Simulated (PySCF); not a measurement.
# CHFO2, a complex of two parts: interaction energy

One table from this session's results is given with a row withheld; the runs are named, their logs left out.

Computed with PySCF 2.14.0; each step states its level. No surroundings beyond the atoms listed, unless a continuum is named. Atoms count from 0, parts from 1.

### The system as given

5 atoms, charge 0, multiplicity 1; geometry: GFN2-xTB. Parts: 1 = atoms 0–2, `O=C=O`, charge 0; 2 = atoms 3–4, `F`, charge 0.

Set-up of the first run:

The job: settings as JSON, then the geometry in Å.

```
{"job": {"xc": "PBE0", "basis": "def2-TZVPD", "d3": "d3bj", "grid": 3, "kind": "geom", "shake": 0.01}, "charge": 0, "multiplicity": 1, "parts": [{"atoms": "0-2", "charge": 0, "multiplicity": 1}, {"atoms": "3-4", "charge": 0, "multiplicity": 1}]}
O     -0.300506    -0.477867     0.849503
C      0.246784     0.089195     0.013095
O      0.801895     0.633393    -0.817530
F     -1.552084    -1.783451     2.918235
H     -1.180837    -1.342439     2.197022
```

On the command line:

```
OMP_NUM_THREADS=1 python cluster_run.py task.json out
```

One launch serves the whole session: the jobs run in the order shown.

Steps of the session up to this table: Optimising the geometry at PBE0-D3(BJ)/def2-TZVPD; Coupled-cluster interaction energy: CCSD(T) and MP2, 1.96 Å; Coupled-cluster interaction energy: CCSD(T) and MP2, 2.06 Å; Coupled-cluster interaction energy: CCSD(T) and MP2, 2.16 Å; Coupled-cluster interaction energy: CCSD(T) and MP2, 1.86 Å; Coupled-cluster interaction energy: CCSD(T) and MP2, 2.45 Å; Coupled-cluster interaction energy: CCSD(T) and MP2, 1.77 Å; Coupled-cluster interaction energy: CCSD(T) and MP2, 2.94 Å; Coupled-cluster interaction energy: CCSD(T) and MP2, 3.93 Å.

One of the session's tables, all rows but one given; the rest of the session is left out.

It belongs to the step «Coupled-cluster interaction energy: CCSD(T) and MP2, 3.93 Å». 

| method | interaction energy (kcal/mol) |
| --- | --- |
| HF/aug-cc-pVDZ | -0.57 |
| MP2/aug-cc-pVDZ | -0.50 |
| CCSD/aug-cc-pVDZ | -0.52 |
| CCSD(T)/aug-cc-pVDZ | -0.52 |
| HF/aug-cc-pVQZ | ? |
| MP2/aug-cc-pVQZ | -0.49 |
| SCS-MP2/aug-cc-pVQZ | -0.48 |
| MP2, extrapolated | -0.49 |
| CCSD(T), limit estimate | -0.51 |

**Question.** Estimate the row for HF/aug-cc-pVQZ.

**Answer.** interaction energy (kcal/mol): -0.56. In the column «interaction energy (kcal/mol)» it lies between HF/aug-cc-pVDZ (-0.57) and CCSD/aug-cc-pVDZ (-0.52).
